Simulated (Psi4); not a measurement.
# B2PLYP/def2-TZVP run of CH3AlO (SMILES [H][Al]([H])([H])<-[C-]#[O+])

Aim: the energy change on altering one bond length of CH3AlO at B2PLYP/def2-TZVP, from 2 runs. 

Program for the calculation: Psi4 1.11.

## (1) Starting point

CH3AlO has 6 atoms, charge 0, and is taken as a singlet. SMILES: `[H][Al]([H])([H])<-[C-]#[O+]`. The shape comes from GFN2-xTB, which is rough for such elements, and wasn't checked as a minimum.

Bond lengths: Al1–C2 2.094 Å, C2–O3 1.126 Å, Al1–H4 1.577 Å, Al1–H5 1.545 Å, Al1–H6 1.577 Å. Angles: Al1–C2–O3 141.2°, C2–Al1–H4 78.4°, C2–Al1–H5 133.6°, C2–Al1–H6 78.3°, H4–Al1–H5 118.1°, H4–Al1–H6 119.8°, H5–Al1–H6 118.1°.

## (2) The energy at B2PLYP/def2-TZVP

ch3alo.in reads:

```
memory 1600 MB

molecule mol {
  Al
  C 1 R2
  O 2 R3 1 A3
  H 1 R4 2 A4 3 D4
  H 1 R5 4 A5 2 D5
  H 1 R6 5 A6 4 D6

  R2 = 2.093612
  R3 = 1.1255
  A3 = 141.15539
  R4 = 1.576752
  A4 = 78.41573
  D4 = -62.07753
  R5 = 1.544892
  A5 = 118.13175
  D5 = 133.5215
  R6 = 1.576944
  A6 = 118.13178
  D6 = -157.66105
  symmetry c1
}

set {
  puream true
  e_convergence 1e-09
  d_convergence 1e-08
  scf_type pk
  dft_radial_points 99
  dft_spherical_points 590
  num_frozen_docc 7
}

result, w = energy("b2plyp/def2-TZVP", return_wfn=True)
print_variables()
```

Started as:

```bash
$ psi4 -n 1 ch3alo.in ch3alo.out
```

ch3alo.out:

```text
[...]
  Running in c1 symmetry.
[...]
  Nuclear repulsion =   81.517244557786611
[...]
  Multiplicity = 1
[...]
  Nalpha       = 15
  Nbeta        = 15
[...]
    Number of basis functions: 117
[...]
   @RKS iter   1:  -357.16867169162140   -7.91003e-01   3.06636e-03 DIIS/ADIIS
[...]
   @RKS iter  10:  -357.21479552463973   -4.70095e-11   7.90908e-09 DIIS
[...]
    Orbital Energies [Eh]
    ---------------------
    Doubly Occupied:
       1A    -57.028393     2A    -19.867418     3A    -10.786106
       4A     -4.428220     5A     -2.885562     6A     -2.880900
       7A     -2.880547     8A     -1.350795     9A     -0.713916
      10A     -0.604502    11A     -0.583819    12A     -0.568874
      13A     -0.433743    14A     -0.358730    15A     -0.344489
[...]
  @RKS Final Energy:  -357.21479552463973
   => Energetics <=
    Nuclear Repulsion Energy =             81.5172445577866114
    One-Electron Energy =                -654.4737476329967194
    Two-Electron Energy =                 231.8535216791500204
    DFT Exchange-Correlation Energy =     -16.1118141285796668
    Empirical Dispersion Energy =           0.0000000000000000
    VV10 Nonlocal Energy =                  0.0000000000000000
    Total Energy =                       -357.2147955246397260
[...]
 Multipole Moments:
 ------------------------------------------------------------------------------------
     Multipole            Electronic (a.u.)      Nuclear  (a.u.)        Total (a.u.)
 ------------------------------------------------------------------------------------
 L = 1.  Multiply by 2.5417464519 to convert [e a0] to [Debye]
 Dipole X            :          0.0001839           -0.0002473           -0.0000635
 Dipole Y            :          0.2067071            0.0663749            0.2730820
 Dipole Z            :          3.3192890           -2.7413398            0.5779492
 Magnitude           :                                                    0.6392175
[...]
```

Wall time 11 s (1 thread of Intel Xeon 6975P-C (Granite Rapids), shared host); peak memory 0.7 GiB.

## (3) The distorted shape

job.inp reads:

```
memory 1600 MB

molecule {
  Al
  C 1 2.093612
  O 2 1.1255 1 141.15539
  H 1 1.576752 2 78.41573 3 -62.07753
  H 1 2.3173 4 118.13174 2 133.5215
  H 1 1.576944 4 119.80236 2 -69.2011
  symmetry c1
}

set {
  basis def2-TZVP
  puream true
  e_convergence 1e-09
  d_convergence 1e-08
  scf_type pk
  dft_radial_points 99
  dft_spherical_points 590
  num_frozen_docc 7
}

e_tot, wfn = energy("b2plyp", return_wfn=True)
```

Started as:

```bash
$ psi4 -i job.inp -o job.out -n 1
```

job.out:

```text
[...]
  Running in c1 symmetry.
[...]
  Nuclear repulsion =   79.653794064725446
[...]
  Multiplicity = 1
[...]
  Nalpha       = 15
  Nbeta        = 15
[...]
    Number of basis functions: 117
[...]
   @RKS iter   1:  -357.10997702386732   -8.36783e-01   3.01173e-03 ADIIS/DIIS
[...]
   @RKS iter  11:  -357.15376806081940   -6.02540e-12   4.27040e-09 DIIS
[...]
    Orbital Energies [Eh]
    ---------------------
    Doubly Occupied:
       1A    -57.078717     2A    -19.880096     3A    -10.798101
       4A     -4.471778     5A     -2.929107     6A     -2.925092
       7A     -2.923864     8A     -1.362720     9A     -0.725833
      10A     -0.617536    11A     -0.595531    12A     -0.580193
      13A     -0.421246    14A     -0.376710    15A     -0.294485
[...]
  @RKS Final Energy:  -357.15376806081940
   => Energetics <=
    Nuclear Repulsion Energy =             79.6537940647254459
    One-Electron Energy =                -650.1341281447096208
    Two-Electron Energy =                 229.3826466219328495
    DFT Exchange-Correlation Energy =     -16.0560806027681018
    Empirical Dispersion Energy =           0.0000000000000000
    VV10 Nonlocal Energy =                  0.0000000000000000
    Total Energy =                       -357.1537680608194592
[...]
 Multipole Moments:
 ------------------------------------------------------------------------------------
     Multipole            Electronic (a.u.)      Nuclear  (a.u.)        Total (a.u.)
 ------------------------------------------------------------------------------------
 L = 1.  Multiply by 2.5417464519 to convert [e a0] to [Debye]
 Dipole X            :          0.0014990           -0.0008982            0.0006009
 Dipole Y            :         -0.8079346            0.5724069           -0.2355277
 Dipole Z            :          4.2901318           -3.2231857            1.0669461
 Magnitude           :                                                    1.0926333
[...]
```

Run time: 12 s. Hardware: 1 thread of Intel Xeon 6975P-C (Granite Rapids), shared host; peak memory 0.7 GiB.

## (4) Summary of results

Level: B2PLYP/def2-TZVP, 7 core orbitals frozen.

| quantity | value |
| --- | --- |
| first shape: total energy | -357.36653 Eh |
| first shape: HOMO energy (SCF part's orbitals) | -9.37 eV |
| first shape: LUMO energy (SCF part's orbitals) | -0.58 eV |
| first shape: HOMO–LUMO gap (SCF part's orbitals) | 8.80 eV |
| distorted shape: total energy | -357.30722 Eh |
| distorted shape: HOMO energy (SCF part's orbitals) | -8.01 eV |
| distorted shape: LUMO energy (SCF part's orbitals) | -0.98 eV |
| distorted shape: HOMO–LUMO gap (SCF part's orbitals) | 7.03 eV |
| energy change with the Al1–H5 bond stretched from 1.545 to 2.317 Å | 1.614 eV |

**Reading.** With the Al1–H5 bond stretched from 1.545 to 2.317 Å the energy rises by 1.61 eV (156 kJ/mol). The first shape isn't relaxed at this level, so the change isn't measured from a minimum.
